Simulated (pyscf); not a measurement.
hydroxyl (OH•) + water (H₂O) → water (H₂O) + hydroxyl (OH•) (hydrogen abstraction; doublet surface; H–O broken, H–O formed). Structures and frequencies: ωB97X-D3(BJ)/def2-SVP in PySCF. MP2 and CC: frozen core, UHF for open shells. ΔMP2 is the change of the MP2 total energy from the triple- to the quadruple-zeta basis. Energies in eV from the separated reactants.

| level | barrier | reaction energy |
|---|---|---|
| PBE0-D3(BJ)/def2-TZVP | 0.06 | 0.00 |
| M06-2X/def2-TZVP | … | 0.00 |
| ωB97M-D3(BJ)/def2-TZVP | 0.25 | 0.00 |
| MP2/def2-QZVPP | 0.50 | 0.00 |
| CCSD/def2-TZVPP | 0.55 | 0.00 |
| CCSD(T)/def2-TZVPP | 0.41 | 0.00 |
| CCSD(T)/def2-TZVPP + ΔMP2(QZVPP) | … | 0.00 |

Problem. Some entries are withheld; supply them.

Solution. 
- M06-2X/def2-TZVP, barrier: 0.28
- CCSD(T)/def2-TZVPP + ΔMP2(QZVPP), barrier: 0.42

On the reactant side the descent ends in a complex, 0.19 eV under the separated species and 0.43 eV under the saddle at ωB97X-D3(BJ)/def2-TZVP. On the product side the descent ends in a complex, 0.19 eV under the separated species and 0.43 eV under the saddle at ωB97X-D3(BJ)/def2-TZVP. At ωB97X-D3(BJ) the barrier from the zero used here is 0.24 eV. One saddle was located; it need not be the lowest between these sides. The angle at the transferred H is 139°. The CCSD(T) − MP2 part came from Ansatz, without density fitting, on the same reference. Left out: the spin-orbit lowering of OH.
